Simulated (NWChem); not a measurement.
**BH3Cl− (SMILES [H][B-]([H])([H])Cl) at PW86PBE/jorge-DZP (ZORA)**

What is the energy change on altering one bond length of BH3Cl− at PW86PBE/jorge-DZP (ZORA)? 

The results are computed with NWChem 7.3.0.

1 further run of the same task is left out (set aside as unsound or not needed).

**1. The system as given**

The species is BH3Cl− (5 atoms), meant as a singlet with charge -1. As SMILES, `[H][B-]([H])([H])Cl`. The coordinates come from a GFN2-xTB relaxation.

Bond lengths: B1–Cl2 1.875 Å, B1–H3 1.207 Å, B1–H4 1.208 Å, B1–H5 1.207 Å. Angles: Cl2–B1–H3 106.7°, Cl2–B1–H4 106.7°, Cl2–B1–H5 106.7°, H3–B1–H4 112.1°, H3–B1–H5 112.2°, H4–B1–H5 112.1°.

**2. A single-point energy at PW86PBE/jorge-DZP (ZORA)**

Input file nw.nw:

```
start nw
memory total 2200 mb
charge -1

geometry units angstrom noautosym nocenter noautoz
  B     -0.001280     0.001630    -0.167010
  Cl     0.013600    -0.021140     1.707330
  H      1.152300     0.011380    -0.522240
  H     -0.586640     1.005700    -0.497000
  H     -0.577980    -0.997580    -0.521080
end

basis "ao basis" spherical bse
  * library jorge-DZP
end

relativistic
  zora on
end

dft
  xc xperdew86 cpbe96
  grid xfine
  mulliken
end

task dft energy
```

Launch:

```console
$ nwchem nw.nw > nw.out
```

The log of the run:

```text
[...]
          Wavefunction type:  closed shell.
          No. of atoms     :     5
          No. of electrons :    26
[...]
          Charge           :    -1
          Spin multiplicity:     1
[...]
          AO basis - number of functions:    54
[...]
              XC Information
              --------------
                   Perdew 1986 Exchange Functional  1.000
            Perdew 1991 LDA Correlation Functional  1.000 local
           PerdewBurkeErnz. Correlation Functional  1.000 non-local
[...]
 d= 0,ls=0.0,diis     1   -488.9553144736 -5.31D+02  3.52D-02  1.45D+02     5.6
[...]
 d= 0,ls=0.0,diis     8   -489.2089157386 -1.30D-09  5.78D-06  1.33D-07    13.9
[...]
         Total DFT energy =     -489.208915738558
      One electron energy =     -763.037262308009
           Coulomb energy =      265.575994714571
    Exchange-Corr. energy =      -33.887372635481
 Nuclear repulsion energy =       42.139724490361
       Scaling correction =        0.778047104563
[...]
      Total Density - Mulliken Population Analysis
     ---------------------------------------------
    Atom       Charge   Shell Charges
 -----------   ------   -------------------------------------------------------
    1 B    5     5.25   0.93  1.05  0.61  0.25  1.98  0.36  0.07
    2 Cl  17    17.40   0.29  0.68  1.01  0.97  1.01  0.97  0.99  5.82  1.05  2.61  1.99  0.02
    3 H    1     1.12   0.74  0.36  0.01
    4 H    1     1.12   0.74  0.37  0.01
    5 H    1     1.12   0.74  0.36  0.01
[...]
```

It took 15 s on 1 thread of Intel Xeon Platinum 8259CL at 2.50GHz (Skylake/Cascade Lake), shared host; peak memory 0.13 GiB.

**3. The distorted shape, same level**

Input file bclh3.nw:

```
start bclh3
title "BClH3 energy"
memory stack 880 mb heap 220 mb global 1100 mb
charge -1

geometry units angstrom noautosym nocenter noautoz
  B       -0.002768       0.003907      -0.354444
  Cl       0.013600      -0.021140       1.707330
  H        1.150812       0.013657      -0.709674
  H       -0.588128       1.007977      -0.684434
  H       -0.579468      -0.995303      -0.708514
end

basis spherical bse
  * library jorge-DZP
end

relativistic
  zora on
end

dft
  xc xperdew86 cpbe96
  grid xfine
  mulliken
  noprint "final vectors analysis"
end

task dft energy
```

Launch:

```console
$ nwchem bclh3.nw > bclh3.out
```

The log of the run:

```text
[...]
          Wavefunction type:  closed shell.
          No. of atoms     :     5
          No. of electrons :    26
[...]
          Charge           :    -1
          Spin multiplicity:     1
[...]
          AO basis - number of functions:    54
[...]
              XC Information
              --------------
                   Perdew 1986 Exchange Functional  1.000
            Perdew 1991 LDA Correlation Functional  1.000 local
           PerdewBurkeErnz. Correlation Functional  1.000 non-local
[...]
 d= 0,ls=0.0,diis     1   -488.9674438923 -5.28D+02  3.37D-02  1.44D+02     5.5
[...]
 d= 0,ls=0.0,diis     9   -489.2120638805 -1.30D-07  2.77D-06  2.58D-08    14.9
[...]
         Total DFT energy =     -489.212063880543
      One electron energy =     -757.357263129777
           Coulomb energy =      262.710102366822
    Exchange-Corr. energy =      -33.846903350847
 Nuclear repulsion energy =       39.282000233259
       Scaling correction =        0.778040770204
[...]
      Total Density - Mulliken Population Analysis
     ---------------------------------------------
    Atom       Charge   Shell Charges
 -----------   ------   -------------------------------------------------------
    1 B    5     5.21   0.93  1.05  0.61  0.31  1.90  0.36  0.05
    2 Cl  17    17.50   0.29  0.68  1.01  0.97  1.01  0.96  1.03  5.82  1.04  2.59  2.10  0.01
    3 H    1     1.10   0.74  0.34  0.01
    4 H    1     1.10   0.74  0.35  0.01
    5 H    1     1.10   0.74  0.34  0.01
[...]
```

Run time: 16 s. Hardware: 1 thread of Intel Xeon Platinum 8259CL at 2.50GHz (Skylake/Cascade Lake), shared host; peak memory 0.13 GiB.

**4. Outcome**

At PW86PBE/jorge-DZP (ZORA):

| quantity | value |
| --- | --- |
| first shape: total energy | -489.20892 Eh |
| first shape: HOMO energy | -0.14 eV |
| first shape: LUMO energy | 6.83 eV |
| first shape: HOMO–LUMO gap (to an unbound level, set by the basis) | 6.97 eV |
| distorted shape: total energy | -489.21206 Eh |
| energy change with the B1–Cl2 bond stretched from 1.875 to 2.062 Å | -0.086 eV |

With the B1–Cl2 bond stretched from 1.875 to 2.062 Å the energy falls by 0.09 eV (8.3 kJ/mol). The first shape isn't relaxed at this level, so the change isn't measured from a minimum. Mulliken charges (distorted shape) run from -0.50 on Cl2 to -0.10 on H3.
